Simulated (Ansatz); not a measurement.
# C2H5Si: the cost of one run

Method: RKS r2SCAN-D4/6-31G*, in Ansatz 0.2.0.

### 1 The structure to begin with

Bond lengths: C1–C2 1.261 Å, C2–Si3 1.878 Å, C1–H4 1.087 Å, C1–H5 1.091 Å, Si3–H6 1.453 Å, Si3–H7 1.453 Å, Si3–H8 1.495 Å. Angles: C1–C2–Si3 169.1°, C2–C1–H4 129.2°, C2–C1–H5 120.7°, H4–C1–H5 110.1°, C2–Si3–H6 108.9°, C2–Si3–H7 108.6°, C2–Si3–H8 81.7°, H6–Si3–H7 120.5°, H6–Si3–H8 114.9°, H7–Si3–H8 114.9°.

Coordinates:

```xyz
8

C    -0.7542    0.8085   -1.2244
C    -0.0546    0.3144   -0.2994
Si    0.7356   -0.6725    1.0899
H    -1.7128    0.4755   -1.6149
H    -0.4246    1.7033   -1.7542
H     0.7966    0.1582    2.2804
H     1.9333   -1.3162    0.5779
H    -0.5194   -1.4712    0.9447
```

### 2 Relaxing end A

Input file input.yaml:

```yaml
crystal:
  periodic: [false, false, false]
  atoms:
    - { symbol: C, position_ang: [-0.75416, 0.80855, -1.22442] }
    - { symbol: C, position_ang: [-0.05463, 0.31437, -0.29942] }
    - { symbol: Si, position_ang: [0.73562, -0.67249, 1.0899] }
    - { symbol: H, position_ang: [-1.71278, 0.4755, -1.61487] }
    - { symbol: H, position_ang: [-0.42459, 1.70331, -1.75416] }
    - { symbol: H, position_ang: [0.79664, 0.15822, 2.28042] }
    - { symbol: H, position_ang: [1.93331, -1.31622, 0.57789] }
    - { symbol: H, position_ang: [-0.51942, -1.47125, 0.94467] }
total_charge: 1
basis:
  gaussian: { orbitals: "6-31G*" }
hamiltonian:
  xc: r2scan
  dispersion: d4
relax:
  f_tol: 0.02
  max_steps: 50
output:
  orbitals: {}
```

Started as:

```
$ ansatz run input.yaml --threads 1 --pin off --max-ram 2048MiB --backend cpu --events-out ev --progress --plain --runs-dir out
```

Q: Estimate wall time and peak memory on 1 thread of an x86-64 CPU, shared host.

About 19 s, with a peak of 0.14 GiB.
